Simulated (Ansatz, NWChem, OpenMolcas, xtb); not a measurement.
Ligand exchange: GeHBr + ClF → GeHF + BrCl

Species: GeHBr `[GeH][Br]`, singlet; ClF (chlorine monofluoride), singlet; GeHF `[F][GeH]`, singlet; BrCl (bromine chloride), singlet. The partners trade Br for F: Ge–Br and Cl–F bonds give way to Ge–F and Cl–Br.

Shapes, held fixed at every level: PBE0-D4/def2-TZVP; BrCl at the measured bond length. Programs: Ansatz 0.2.0, NWChem 7.3.0, OpenMolcas 26.06, xtb 6.7.1, xtb 6.7.1 later snapshot. A level may come from different programs for different species; with the same settings they agree closely. Electronic energies: no zero-point or thermal term.

| level | kind | ΔE (kJ/mol) |
| --- | --- | --- |
| GFN2-xTB | semi-empirical | -148.6 |
| HF/STO-3G | Hartree–Fock | -56.1 |
| HF/3-21G | Hartree–Fock | -149.0 |
| HF/def2-SVP | Hartree–Fock | -144.1 |
| PBE0/def2-SVP | global hybrid | -132.3 |
| B3LYP/6-31G* (Cartesian functions) | global hybrid | -131.2 |

B3LYP/6-31G* (Cartesian functions) gives ΔE = -131.2 kJ/mol; the levels span -149.0 to -56.1. The median of the levels is -138.2. No measured value is set beside it here. Relativity is left out for Br, Ge. Rows in sets without polarisation functions are far from converged.
